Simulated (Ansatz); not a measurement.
Task: a single point in a Gaussian basis of C₄H₈N₂, SMILES CN=CC=NC, with the Ansatz DFT code, driven from Python. Give the script and its output. Level of theory: PBE0, def2-SVPD basis, multiplicity 1.

Script `energy_c4h8n2.py`:
```python
import ansatz as az
from rdkit import Chem
from rdkit.Chem import AllChem


def main() -> None:
    rd = Chem.AddHs(Chem.MolFromSmiles("CN=CC=NC"))
    AllChem.EmbedMolecule(rd, randomSeed=122)
    AllChem.UFFOptimizeMolecule(rd)
    c4h8n2 = az.Crystal.molecule()
    for atom, xyz in zip(rd.GetAtoms(), rd.GetConformer().GetPositions()):
        c4h8n2 = c4h8n2.atom(atom.GetSymbol(), xyz.round(5).tolist())

    job = (
        c4h8n2.calculation()
        .basis(gaussian="def2-SVPD")
        .functional("PBE0")
    )
    print(job.to_yaml())
    data = job.session().plan(threads=1).execute().report

    for key in ("converged", "free_energy_ev", "reference_energy_ev", "n_frozen", "n_occupied", "n_virtual"):
        print(f"{key:22s} {data[key]}")

    field = data["mean_field"]
    print("<S^2> =", round(abs(field["state"]["spin_squared"]), 4), " all-electron relativity setting:", field["relativity"])
    print("passes:", field["passes"])
    if "symmetry" in field:
        print("occupied orbitals by irrep:", field["symmetry"]["occupied"])


if __name__ == "__main__":
    main()
```

```console
$ python energy_c4h8n2.py
crystal:
  periodic: [false, false, false]
  atoms:
    - { symbol: C, position_ang: [2.94448, 0.4234, 0.77863] }
    - { symbol: "N", position_ang: [1.50961, 0.22246, 0.92264] }
    - { symbol: C, position_ang: [0.71731, 0.15664, -0.10036] }
    - { symbol: C, position_ang: [-0.71731, -0.04658, 0.10036] }
    - { symbol: "N", position_ang: [-1.50961, -0.11241, -0.92264] }
    - { symbol: C, position_ang: [-2.94448, -0.31334, -0.77863] }
    - { symbol: H, position_ang: [3.41271, 0.4459, 1.78407] }
    - { symbol: H, position_ang: [3.38869, -0.40959, 0.19295] }
    - { symbol: H, position_ang: [3.14423, 1.38885, 0.26655] }
    - { symbol: H, position_ang: [1.10948, 0.25116, -1.10739] }
    - { symbol: H, position_ang: [-1.10948, -0.14111, 1.10738] }
    - { symbol: H, position_ang: [-3.38869, 0.51965, -0.19295] }
    - { symbol: H, position_ang: [-3.41271, -0.33584, -1.78407] }
    - { symbol: H, position_ang: [-3.14423, -1.2788, -0.26655] }
basis:
  gaussian:
    orbitals: def2-SVPD
hamiltonian:
  xc: pbe0

converged              True
free_energy_ev         -7243.438076161959
reference_energy_ev    -7243.438076161959
n_frozen               0
n_occupied             [23, 23]
n_virtual              [161, 161]
<S^2> = 0.0  all-electron relativity setting: none
passes: {'evaluations': 15, 'products': 13}
occupied orbitals by irrep: [{'A': 23}, {'A': 23}]
```

Total energies depend on the basis set; only differences at equal settings carry meaning. The geometry is a force-field or estimated start, not a minimum of this method, and the basis set is short of its limit. Timing: 7.3 s on 1 thread of Arm Neoverse V1, on a shared host, peak memory 0.44 GiB.
